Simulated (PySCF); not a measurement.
C5H4F (doublet state).
Numbering: `[CH:1]#[C:2]/[C:3]=[C:4](/[CH3:5])[F:6]` (hydrogens: H7 on C1; H8, H9, H10 on C5)

Computed with UKS B3LYP, pcH-1 on C F H, non-relativistic, mean-field spin-orbit, GIAO (PySCF 2.14.0). Isolated species at its GFN2-xTB geometry, gas phase. The geometry wasn't refined by DFT: couplings that depend on bond lengths, twists or pyramidal angles can differ widely from those at the functional's own minimum. Stability of the SCF solution: not tested. ⟨S²⟩ is 0.777 where a pure state has 0.75.

**Question.** Break the g tensor into its mass correction, gauge correction and orbital-Zeeman/spin–orbit terms.

**Answer.** 
```tsv
Δg (ppm)	1	2	3
relativistic mass correction	-158	-158	-158
gauge correction	29	50	14
orbital Zeeman/spin–orbit	-1027	154	443
total	-1156	47	299
```

So g = 2.00116, 2.00237, 2.00262 and g_iso = 2.00205; the tensor is rhombic: the two nearest values differ by 17 % of g3 − g1. 

**Question.** What effective moment and Curie constant follow for a powder?

**Answer.** With the mean of g² = 4.0082 and S(S+1) = 0.75: μ_eff = √(⟨g²⟩S(S+1)) = 1.734 μB and χT = 0.12505·⟨g²⟩·S(S+1) = 0.376 cm³ K/mol (cgs; spin-Hamiltonian part alone).

**Question.** Average each term over the three axes. Which is largest in size?

**Answer.** The mass correction -158, the orbital-Zeeman/spin–orbit term -143 and the gauge correction 31 ppm, for a total of -270 ppm. The mass correction is the same along every axis, so the anisotropy comes from the other two: their spans along these axes are 36 (gauge) and 1470 ppm (orbital Zeeman/spin–orbit).

**Question.** At 9.773 GHz, how far is the centre of the isotropic spectrum from where a free electron (g = 2.002319) resonates?

**Answer.** B = hν/(g μB) with μB/h = 13.99624 MHz/mT gives 348.72 mT for the free electron and 348.77 mT at g_iso, 0.05 mT higher.

**Question.** In a frozen sample, at which fields do the three g values resonate at 9.5, 34, 94 and 263 GHz (hyperfine left aside), and which band first spreads them over more than twice a line width of 1.0 mT?

**Answer.** 
```tsv
band	GHz	B(g3) mT	B(g2) mT	B(g1) mT	spread mT
X	9.5	338.93	338.98	339.18	0.25
Q	34.0	1213.02	1213.18	1213.91	0.88
W	94.0	3353.65	3354.08	3356.09	2.44
J	263.0	9383.09	9384.28	9389.91	6.82
```

The spread grows in proportion to the frequency. W band is the first where it exceeds 2.0 mT.

Largest spin populations (Mulliken): C3 (+0.72), C1 (+0.62), C2 (-0.28) and C4 (-0.10). The positive populations add up to 1.40 and the negative ones to -0.40, together 2S = 1.

The HOMO–LUMO gaps are 4.93 eV among the α and 3.63 eV among the β orbitals.
